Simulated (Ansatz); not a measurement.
Species: C3H4, charge 0, singlet. C3H4 (propa-1,2-diene, SMILES C=C=C).
B3LYP-D3(BJ)/def2-TZVP minimum from Ansatz (an electronic-structure program):
```xyz
7

C      0.0000     0.0000     0.0000
C     -0.0052     0.0000     1.3001
C      0.0052     0.0000    -1.3001
H     -0.0108     0.9262     1.8632
H     -0.0040    -0.9263     1.8631
H      0.9337     0.0035    -1.8595
H     -0.9188    -0.0034    -1.8668
```
Charge 0, spin multiplicity 1.

Hartree-Fock and MP2 correlation energies in hartree (Ansatz). Radicals and triplets start from unrestricted determinants; spin-orbit coupling is neglected. Cores are frozen in correlated methods. No relativity.

| basis | X | E(HF) | E(corr, MP2) |
|---|---|---|---|
| cc-pVTZ | 3 | -115.90585 | -0.47658 |
| cc-pVQZ | 4 | -115.91336 | -0.50646 |
| cc-pV5Z | 5 | -115.91514 | withheld |

### Question
Fit E(corr) = E∞ + A/X³ to X = 3 and 4, predict X = 5, and compare with the run.

### Answer
A = (-0.47658 - (-0.50646))/(1/27 - 1/64) = 1.3955; E∞ = -0.50646 - A/64 = -0.52826; at X = 5, E∞ + A/125 = -0.51710. The run gave -0.51768, 0.58 mEh below the prediction. The same form on X = 4 and 5 gives E∞ = -0.52945, 1.19 mEh below the first estimate.
